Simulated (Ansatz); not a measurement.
**How methods differ on PH2F (phosphinous fluoride(8ci,9ci))**

The species is PH2F (4 atoms), meant as a singlet with charge 0. As SMILES, `FP`. Geometry: relaxed at GFN2-xTB.

```xyz
4

F     1.1605    0.6688   -0.2227
P    -0.0720   -0.3691   -0.4797
H    -1.0539    0.5743   -0.1296
H    -0.0346   -0.8740    0.8319
```

Quantity: the energy change with the P2–H3 bond stretched from 1.406 to 3.515 Å, in eV. The values are calculated.

```json
{"level": "HF/STO-3G (restricted)", "kind": "Hartree–Fock", "program": "Ansatz", "value (eV)": "9.32", "less FCI/STO-3G": "+5.47"}
{"level": "SVWN5/STO-3G (restricted)", "kind": "LDA", "program": "Ansatz", "value (eV)": "5.70", "less FCI/STO-3G": "+1.85"}
{"level": "BLYP/STO-3G (restricted)", "kind": "GGA", "program": "Ansatz", "value (eV)": "5.22", "less FCI/STO-3G": "+1.37"}
{"level": "r2SCAN/STO-3G (restricted)", "kind": "meta-GGA", "program": "Ansatz", "value (eV)": "5.86", "less FCI/STO-3G": "+2.01"}
{"level": "PBE0/STO-3G (restricted)", "kind": "global hybrid", "program": "Ansatz", "value (eV)": "6.54", "less FCI/STO-3G": "+2.69"}
{"level": "CAM-B3LYP/STO-3G (restricted)", "kind": "range-separated hybrid", "program": "Ansatz", "value (eV)": "7.08", "less FCI/STO-3G": "+3.23"}
{"level": "MP2/STO-3G (restricted)", "kind": "perturbation theory", "program": "Ansatz", "value (eV)": "5.06", "less FCI/STO-3G": "+1.21"}
{"level": "CCSD/STO-3G (restricted)", "kind": "coupled cluster or CI", "program": "Ansatz", "value (eV)": "4.04", "less FCI/STO-3G": "+0.19"}
{"level": "CCSDTQ/STO-3G (restricted)", "kind": "coupled cluster or CI", "program": "Ansatz", "value (eV)": "3.85", "less FCI/STO-3G": "0.00"}
{"level": "FCI/STO-3G", "kind": "exact in the basis", "program": "Ansatz", "value (eV)": "3.85", "less FCI/STO-3G": "0.00"}
```

FCI/STO-3G is exact within its basis and frozen core, so for wave-function methods in that basis the difference is their error; functionals converge differently with the basis, so for them it is only a difference. A spin-restricted reference rises too steeply as a bond breaks; here HF/STO-3G, SVWN5/STO-3G, BLYP/STO-3G, r2SCAN/STO-3G, PBE0/STO-3G, CAM-B3LYP/STO-3G, MP2/STO-3G lie well above the multireference or unrestricted value. The first shape isn't each level's own minimum. The values span 3.85 to 9.32 eV. All rows use very small basis sets, so none should be taken for the real molecule's value.
